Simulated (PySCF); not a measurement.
What happened in this job?

A core-ionisation job on C5H7F, SMILES `C=C/C(F)=C/C`. Computed with delta-SCF UKS SCAN, def2-TZVP on the ionised atom, pcseg-1 elsewhere, spin-free X2C in PySCF.

Driver input (Å, PBE0-D3(BJ)/def2-SVP geometry):

```
{"job": {"kind": "xps", "basis": "def2-TZVP"}, "charge": 0, "multiplicity": 1}
C      2.1182     1.2270     1.0463
C      1.3509     0.7964     0.0374
C      0.1153     0.0543     0.2132
F     -0.2113    -0.1845     1.4926
C     -0.6826    -0.3866    -0.7706
C     -1.9482    -1.1439    -0.5745
H      3.0388     1.7820     0.8560
H      1.8418     1.0338     2.0853
H      1.6327     0.9921    -1.0014
H     -0.3594    -0.1590    -1.7901
H     -2.8128    -0.5810    -0.9655
H     -2.1280    -1.3525     0.4883
H     -1.9260    -2.1027    -1.1183
```

Output:

```
ground state, core basis on atom 0 (C), 136 functions
  cycle   1  E = -294.47153155  |g| = 5.39e-01
  cycle   2  E = -294.42428658  |g| = 7.20e-01
  cycle   3  E = -294.53581736  |g| = 1.30e-01
  cycle   4  E = -294.53966542  |g| = 3.77e-02
  cycle   5  E = -294.54000651  |g| = 1.56e-02
  cycle   6  E = -294.54005737  |g| = 4.99e-03
  cycle   7  E = -294.54006062  |g| = 1.79e-03
  cycle   8  E = -294.54006303  |g| = 1.01e-03
  cycle   9  E = -294.54006300  |g| = 3.92e-04
  E(ground) = -294.54719522 Eh
hole in C 1s of atom 0
  cycle   1  E = -283.29325338  |g| = 1.47e+00
  cycle   2  E = -282.20325418  |g| = 1.81e+00
  cycle   3  E = -283.61434667  |g| = 6.53e-01
  cycle   4  E = -283.78383513  |g| = 3.59e-01
  cycle   5  E = -283.85309066  |g| = 1.64e-01
  cycle   6  E = -283.86716010  |g| = 5.34e-02
  cycle   7  E = -283.86851294  |g| = 1.02e-02
  cycle   8  E = -283.86857923  |g| = 6.72e-03
  cycle   9  E = -283.86861579  |g| = 3.62e-03
  cycle  10  E = -283.86863387  |g| = 2.35e-03
  cycle  11  E = -283.86864644  |g| = 1.55e-03
  cycle  12  E = -283.86865505  |g| = 8.10e-04
  cycle  13  E = -283.86865614  |g| = 4.73e-04
  E(ion) = -283.87553738 Eh   <S^2> = 0.7962   hole on atom = 1.000   binding energy = 290.391 eV
ground state, core basis on atom 1 (C), 136 functions
  cycle   1  E = -294.54063706  |g| = 3.27e-02
  cycle   2  E = -294.53942431  |g| = 7.24e-02
  cycle   3  E = -294.54091958  |g| = 8.15e-03
  cycle   4  E = -294.54093300  |g| = 4.42e-03
  cycle   5  E = -294.54093711  |g| = 1.63e-03
  cycle   6  E = -294.54093749  |g| = 5.27e-04
  cycle   7  E = -294.54093734  |g| = 1.58e-04
  E(ground) = -294.54821940 Eh
hole in C 1s of atom 1
  cycle   1  E = -283.28007617  |g| = 1.47e+00
  cycle   2  E = -282.21975297  |g| = 1.88e+00
  cycle   3  E = -283.63813046  |g| = 5.98e-01
  cycle   4  E = -283.64805270  |g| = 5.39e-01
  cycle   5  E = -283.81026454  |g| = 2.10e-01
  cycle   6  E = -283.83601670  |g| = 6.93e-02
  cycle   7  E = -283.83801710  |g| = 2.09e-02
  cycle   8  E = -283.83838180  |g| = 1.13e-02
  cycle   9  E = -283.83863605  |g| = 9.43e-03
  cycle  10  E = -283.83883266  |g| = 8.63e-03
  cycle  11  E = -283.83920747  |g| = 7.85e-03
  cycle  12  E = -283.83958911  |g| = 4.31e-03
  cycle  13  E = -283.83962081  |g| = 2.40e-03
  cycle  14  E = -283.83965514  |g| = 1.13e-03
  cycle  15  E = -283.83965662  |g| = 9.41e-04
  cycle  16  E = -283.83965698  |g| = 3.54e-04
  E(ion) = -283.84591864 Eh   <S^2> = 0.9060   hole on atom = 1.000   binding energy = 291.224 eV
ground state, core basis on atom 2 (C), 136 functions
  cycle   1  E = -294.54519592  |g| = 2.87e-02
  cycle   2  E = -294.54456984  |g| = 5.61e-02
  cycle   3  E = -294.54536832  |g| = 8.83e-03
  cycle   4  E = -294.54538804  |g| = 4.33e-03
  cycle   5  E = -294.54539289  |g| = 1.57e-03
  cycle   6  E = -294.54539364  |g| = 4.16e-04
  E(ground) = -294.55238921 Eh
hole in C 1s of atom 2
  cycle   1  E = -283.22078563  |g| = 1.48e+00
  cycle   2  E = -281.93050001  |g| = 2.10e+00
  cycle   3  E = -283.62722095  |g| = 5.65e-01
  cycle   4  E = -283.72707790  |g| = 3.18e-01
  cycle   5  E = -283.77090822  |g| = 1.15e-01
  cycle   6  E = -283.77627049  |g| = 5.73e-02
  cycle   7  E = -283.77826658  |g| = 1.74e-02
  cycle   8  E = -283.77855396  |g| = 9.76e-03
  cycle   9  E = -283.77876925  |g| = 7.80e-03
  cycle  10  E = -283.77893266  |g| = 7.07e-03
  cycle  11  E = -283.77908305  |g| = 4.38e-03
  cycle  12  E = -283.77916760  |g| = 2.83e-03
  cycle  13  E = -283.77920245  |g| = 1.74e-03
  cycle  14  E = -283.77921437  |g| = 8.84e-04
  cycle  15  E = -283.77921708  |g| = 3.85e-04
  E(ion) = -283.78554976 Eh   <S^2> = 0.8658   hole on atom = 1.000   binding energy = 292.981 eV
ground state, core basis on atom 3 (F), 136 functions
  cycle   1  E = -294.57787628  |g| = 5.99e-02
  cycle   2  E = -294.57642929  |g| = 1.02e-01
  cycle   3  E = -294.57822210  |g| = 1.92e-02
  cycle   4  E = -294.57829825  |g| = 1.07e-02
  cycle   5  E = -294.57832863  |g| = 1.54e-03
  cycle   6  E = -294.57833055  |g| = 5.12e-04
  cycle   7  E = -294.57833012  |g| = 1.85e-04
  E(ground) = -294.58691039 Eh
hole in F 1s of atom 3
  cycle   1  E = -268.21554624  |g| = 2.46e+00
  cycle   2  E = -267.96092574  |g| = 1.98e+00
  cycle   3  E = -268.84971432  |g| = 6.71e-01
  cycle   4  E = -268.94560204  |g| = 4.95e-01
  cycle   5  E = -269.08087311  |g| = 8.59e-02
  cycle   6  E = -269.08291769  |g| = 6.69e-02
  cycle   7  E = -269.08543915  |g| = 1.75e-02
  cycle   8  E = -269.08559519  |g| = 5.63e-03
  cycle   9  E = -269.08561382  |g| = 1.81e-03
  cycle  10  E = -269.08561879  |g| = 1.24e-03
  cycle  11  E = -269.08562322  |g| = 1.16e-03
  cycle  12  E = -269.08562316  |g| = 1.17e-03
  cycle  13  E = -269.08560761  |g| = 1.06e-03
  cycle  14  E = -269.08558716  |g| = 9.82e-04
  cycle  15  E = -269.08558425  |g| = 8.17e-04
  cycle  16  E = -269.08557637  |g| = 5.09e-04
  cycle  17  E = -269.08557528  |g| = 3.55e-04
  E(ion) = -269.10013514 Eh   <S^2> = 0.7592   hole on atom = 1.000   binding energy = 693.530 eV
ground state, core basis on atom 4 (C), 136 functions
  cycle   1  E = -294.54019112  |g| = 7.65e-02
  cycle   2  E = -294.53837080  |g| = 1.31e-01
  cycle   3  E = -294.54104408  |g| = 9.77e-03
  cycle   4  E = -294.54106053  |g| = 5.36e-03
  cycle   5  E = -294.54106800  |g| = 1.30e-03
  cycle   6  E = -294.54107025  |g| = 5.13e-04
  cycle   7  E = -294.54106928  |g| = 1.98e-04
  E(ground) = -294.54832913 Eh
hole in C 1s of atom 4
  cycle   1  E = -283.28811515  |g| = 1.48e+00
  cycle   2  E = -282.19129966  |g| = 1.90e+00
  cycle   3  E = -283.64083892  |g| = 6.34e-01
  cycle   4  E = -283.78740452  |g| = 3.53e-01
  cycle   5  E = -283.85045794  |g| = 1.46e-01
  cycle   6  E = -283.86072300  |g| = 4.34e-02
  cycle   7  E = -283.86176477  |g| = 9.20e-03
  cycle   8  E = -283.86182870  |g| = 7.18e-03
  cycle   9  E = -283.86187285  |g| = 3.63e-03
  cycle  10  E = -283.86189551  |g| = 2.45e-03
  cycle  11  E = -283.86190878  |g| = 1.77e-03
  cycle  12  E = -283.86191490  |g| = 9.10e-04
  cycle  13  E = -283.86191800  |g| = 6.13e-04
  cycle  14  E = -283.86191920  |g| = 3.21e-04
  E(ion) = -283.86879734 Eh   <S^2> = 0.7973   hole on atom = 1.000   binding energy = 290.605 eV
ground state, core basis on atom 5 (C), 136 functions
  cycle   1  E = -294.53809230  |g| = 2.40e-02
  cycle   2  E = -294.53765145  |g| = 4.55e-02
  cycle   3  E = -294.53820326  |g| = 9.62e-03
  cycle   4  E = -294.53822932  |g| = 2.85e-03
  cycle   5  E = -294.53823119  |g| = 1.10e-03
  cycle   6  E = -294.53823100  |g| = 1.51e-04
  E(ground) = -294.54520995 Eh
hole in C 1s of atom 5
  cycle   1  E = -283.29222267  |g| = 1.47e+00
  cycle   2  E = -282.69919745  |g| = 1.61e+00
  cycle   3  E = -283.69956748  |g| = 4.96e-01
  cycle   4  E = -283.74749295  |g| = 3.91e-01
  cycle   5  E = -283.83375627  |g| = 6.23e-02
  cycle   6  E = -283.83463877  |g| = 4.96e-02
  cycle   7  E = -283.83582863  |g| = 9.98e-03
  cycle   8  E = -283.83588383  |g| = 4.56e-03
  cycle   9  E = -283.83589853  |g| = 2.85e-03
  cycle  10  E = -283.83590612  |g| = 1.36e-03
  cycle  11  E = -283.83591110  |g| = 9.57e-04
  cycle  12  E = -283.83591606  |g| = 7.81e-04
  cycle  13  E = -283.83592154  |g| = 6.45e-04
  cycle  14  E = -283.83592831  |g| = 4.73e-04
  E(ion) = -283.84191863 Eh   <S^2> = 0.7694   hole on atom = 1.000   binding energy = 291.251 eV
```

The program numbers atoms from 0. E(ground) and E(ion) are re-evaluated on a finer grid than the cycles, so they differ from the last cycles; that is no fault.

Q: Do all binding energies of this run deserve the same trust?

A: No. Every hole passed the driver's convergence checks (|g| < 5e-4, core orbital emptied to over 0.9), but ⟨S²⟩ is 0.906 for C1s on atom 1 and 0.866 for C1s on atom 2, against 0.75 for a pure doublet, so the unrestricted ion state holds higher spin components.

Q: What would you do next?

A: Recompute such holes with a restricted open-shell or spin-projected scheme and compare; until then these binding energies are doubtful.

The run took 40 s wall on an Arm Neoverse V2 with one thread (shared host), and the process peaked at 0.58 GiB of memory.
